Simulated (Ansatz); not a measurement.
**AsF⁺, doublet: the ladder up to UCCSDT(Q)**

Geometry: that of the AsF, triplet, kept fixed.

```yaml
atoms:
  - { symbol: F, position_ang: [0.0000, 0.0000, 0.0000] }
  - { symbol: As, position_ang: [0.0000, 0.0000, 1.7412] }
```

Basis cc-pVDZ; Ansatz 0.2.0. Only valence electrons are correlated (noble-gas cores and the filled d shells of p-block atoms frozen), which leaves 11 electrons in 26 orbitals. Prefix R: restricted or restricted open-shell reference; prefix U: unrestricted. Active spaces: valence = (11e, 8o) chosen from the atoms' valence shells. No spin–orbit coupling is included, and no scalar relativity.

Full CI isn't at hand for all of this; UCCSDT(Q) serves as the reference, and is uncertain by the last step of the cluster series or more. The frozen core follows each run's orbitals, which can shift R against U totals by a few meV for light atoms and by up to 0.1 eV past Ca.

```
UHF ⟨S²⟩                          : 0.762
T1 diagnostic (RCCSD)             : 0.0315
largest doubles amplitude (RCCSD) : 0.068
T1 diagnostic (UCCSD)             : 0.0298
```

**Question.** From what is known of these methods and the diagnostics, rank them by the size of their error in total energy against UCCSDT(Q) in cc-pVDZ, smallest first (an estimate: the text doesn't fix the numbers).
A. UCCSD(T)
B. UCCSDT
C. UCCSD
D. UMP2
E. UHF

**Answer.** B (0.68 kcal/mol), A (1.23 kcal/mol), C (6.26 kcal/mol), D (14.07 kcal/mol), E (178.21 kcal/mol).

All errors are against UCCSDT(Q) in cc-pVDZ. Within each family the higher level lies nearer, as is usual though not guaranteed.

Natural occupations of CASSCF (valence space) about the gap: 1.998 1.993 1.968 1.964 1.006 0.039 0.033; effectively unpaired electrons, Σ n²(2−n)², 1.02.
